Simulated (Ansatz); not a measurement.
# SClO2F (SMILES O=S(=O)(F)Cl) at RPA@PBE0/def2-SVP

What is the energy change on altering one bond length of SClO2F at RPA@PBE0/def2-SVP? 

The calculation is run with Ansatz 0.2.0.

64 further runs of the same task are left out: 64 set aside as unsound or not needed.

### Step 1. The system as given

SClO2F: 5 atoms, total charge 0, spin state singlet. SMILES: `O=S(=O)(F)Cl`. Geometry: relaxed at PBE0-D4/def2-TZVP.

Bond lengths: O1–S2 1.410 Å, S2–O3 1.410 Å, S2–F4 1.551 Å, S2–Cl5 1.994 Å. Angles: O1–S2–O3 123.8°, O1–S2–F4 107.1°, O1–S2–Cl5 108.9°, O3–S2–F4 107.1°, O3–S2–Cl5 108.9°, F4–S2–Cl5 97.8°.

### Step 2. A single-point energy at RPA@PBE0/def2-SVP

run.yaml

```yaml
crystal:
  periodic: [false, false, false]
  atoms:
    - {symbol: O, position_ang: [-0.123540, -0.162690, 1.503010]}
    - {symbol: S, position_ang: [0.100210, -0.145140, 0.111160]}
    - {symbol: O, position_ang: [1.158000, -0.828940, -0.522160]}
    - {symbol: F, position_ang: [-1.214690, -0.608760, -0.568390]}
    - {symbol: Cl, position_ang: [0.080010, 1.745540, -0.523620]}
basis:
  gaussian:
    orbitals: def2-SVP
hamiltonian:
  xc: {name: PBE0}
correlation:
  method: rpa
  frozen_orbitals: {Cl: 5, F: 1, O: 1, S: 5}
accuracy: high
```

On the command line:

```bash
$ ansatz run run.yaml --threads 1 --pin off --max-ram 3480MiB --events-out events.jsonl --progress --plain --runs-dir runs
```

The program printed:

```text
Warning: RAYON_NUM_THREADS=1 ignored (pool sized by the plan → 1); use --threads N
Functional definition: PBE0
  name "PBE0"
  parameter a = 0.25
  parameter kappa = 0.804
  parameter beta = 0.06672455060314922
  exchange = (1 - a)*pbe_x(kappa = kappa, mu = beta*pi^2/3) + a*exact_x
  correlation = pbe_c(beta = beta)
1568 factors; integrals over basis functions are off by at most 3.1e-9 eV
mean field evaluation 1: about -30129.5655 eV, gradient 7.3e1 eV
mean field evaluation 2: about -30129.7943 eV, gradient 7.3e1 eV
mean field evaluation 4: about -30138.8309 eV, gradient 1.3e1 eV
mean field evaluation 8: about -30139.1676 eV, gradient 9.9e-1 eV
mean field evaluation 16: about -30139.1698 eV, gradient 6.0e-5 eV
mean field -30139.16980505 eV, -1107.5940612727 hartree, gradient 2.4e-8 eV, S^2 0.000000; 0 other end points of the search recorded, 0 dependent functions left out
13 core orbitals not correlated: weight in the atoms' cores, before any rotation towards them, 1.000 or more for the frozen orbitals, at most 0.000 for the correlated occupied ones
reference -30083.90258647 eV, -1105.5630284513 hartree; 16, 16 occupied and 49, 49 virtual orbitals, 1568 factors
Total energy: -30114.27346052 eV, -1106.6791374864 hartree
```

It took 10 s on 1 thread of Arm Neoverse V2, shared host; peak memory 0.24 GiB.

### Step 3. The distorted shape at the same level

job.yaml

```yaml
crystal:
  periodic: [false, false, false]
  atoms:
    - symbol: O
      position_ang: [0.533872, 0.069107, 1.842765]
    - symbol: S
      position_ang: [0.757622, 0.086657, 0.450915]
    - symbol: O
      position_ang: [1.815412, -0.597143, -0.182405]
    - symbol: F
      position_ang: [-1.214690, -0.608760, -0.568390]
    - symbol: Cl
      position_ang: [0.737422, 1.977337, -0.183865]
basis:
  gaussian:
    orbitals: def2-SVP
hamiltonian:
  xc: {name: PBE0}
correlation:
  method: rpa
  frozen_orbitals: {Cl: 5, F: 1, O: 1, S: 5}
accuracy: high
```

On the command line:

```bash
$ ansatz run job.yaml --threads 1 --pin off --max-ram 3480MiB --events-out events.jsonl --progress --plain --runs-dir runs
```

The program printed (excerpt; [...] marks lines left out):

```text
Warning: RAYON_NUM_THREADS=1 ignored (pool sized by the plan → 1); use --threads N
[... 2 set-up lines as earlier in the session ...]
[...]
1518 factors; integrals over basis functions are off by at most 3.3e-9 eV
[...]
mean field -30136.49299357 eV, -1107.4956902650 hartree, gradient 3.2e-8 eV, S^2 0.000000; 0 other end points of the search recorded, 0 dependent functions left out; unrestricted orbitals would lower it
[...]
unrestricted determinant -30082.42486272 eV, -1105.5087231049 hartree, S^2 0.8471
13 core orbitals not correlated: weight in the atoms' cores, before any rotation towards them, 1.000 or more for the frozen orbitals, at most 0.000 for the correlated occupied ones
reference -30080.05978489 eV, -1105.4218080980 hartree; 16, 16 occupied and 49, 49 virtual orbitals, 1518 factors
Total energy: -30111.96913780 eV, -1106.5944551885 hartree
```

Wall time 13 s (1 thread of Arm Neoverse V2, shared host); peak memory 0.3 GiB.

### Step 4. What came out

At RPA@PBE0/def2-SVP, 13 core orbitals frozen:

| quantity | value |
| --- | --- |
| first shape: total energy | -1106.67914 Eh |
| first shape: RPA correlation energy (valence) | -1116.1 mEh |
| distorted shape: total energy | -1106.59446 Eh |
| distorted shape: RPA correlation energy (valence) | -1172.6 mEh |
| energy change with the S2–F4 bond stretched from 1.551 to 2.326 Å | 2.304 eV |

In words: With the S2–F4 bond stretched from 1.551 to 2.326 Å the energy rises by 2.30 eV (53 kcal/mol). The first shape isn't relaxed at this level, so the change isn't measured from a minimum. A restricted reference can't describe the breaking bond well at this length. The restricted solution (distorted shape) is unstable to spin breaking: an unrestricted one lies lower.
